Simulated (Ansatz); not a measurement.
Harmonic frequencies (cm⁻¹) at PBE0-D4/def2-TZVP from Ansatz: 220, 320, 333, 377, 422, 582, 811, 918, 930, 1036, 1113, 1136, 1168, 1189, 1391, 1430, 1469, 1482, 1531, 3066, 3114, 3149, 3155, 3214.

**Question.** Which molecule is it?
A. `C[C@H]1O[C@@H]1Cl`
B. `CC1(Cl)CO1`
C. `ClCC1CO1`
D. `ClC1CCO1`

**Answer.** B.
